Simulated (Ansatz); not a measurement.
# H2O+ (doublet): wave-function methods side by side, def2-TZVPP

One table from this session's results is given with a row withheld; the runs are named, their logs left out.

Computed with Ansatz 0.2.0, Gaussian basis. Level: def2-TZVPP, core rule «outside noble gas», up to 1 orbitals frozen.

The runs, in order: UHF; ROHF; CCSD(T) on UHF.

### The geometry

The geometry is a PBE0/def2-TZVP stationary point (not a proven minimum).

3 atoms, charge 1, spin multiplicity 2.

Atoms are counted from 1 here; the program's logs count them from 0.

Bond lengths: O1–H2 1.004 Å, O1–H3 1.004 Å. Angles: H2–O1–H3 109.8°.

Geometry (Å):

```
O     0.00000   -0.06461    0.00000
H     0.00000    0.51276   -0.82114
H     0.00000    0.51276    0.82114
```

Set-up of the first run:

in.yaml reads:

```yaml
crystal:
  periodic: [false, false, false]
  atoms:
    - {symbol: O, position_ang: [0.000000, -0.064607, 0.000000]}
    - {symbol: H, position_ang: [0.000000, 0.512764, -0.821140]}
    - {symbol: H, position_ang: [0.000000, 0.512764, 0.821140]}
basis:
  gaussian: {orbitals: def2-TZVPP}
total_charge: 1
magnetization: {spin_polarized: true, initial_magnetization: 1}
hamiltonian: {xc: hf}
output: {orbitals: {seedname: orbitals}}
```

Launch:

```bash
ansatz run in.yaml --threads 1 --pin off --events-out ev --progress --plain --max-ram 3968MiB --backend cpu
```

Steps of the session up to this table: UHF; ROHF; CCSD(T) on UHF.

One of the session's tables, all rows but one given; the rest of the session is left out.

It belongs to the step «Misses and costs». 

| method | from UCCSD(T) (meV) |
| --- | --- |
| ROHF | ? |
| UHF | +5922.8 |
| UMP2 | +563.3 |
| UCCSD | +129.8 |
| UCCSD(T) | 0 |

Q: Estimate the row for ROHF from the others.

The run gave: from UCCSD(T) (meV): +6071.0. In the column «from UCCSD(T) (meV)» it is the highest.
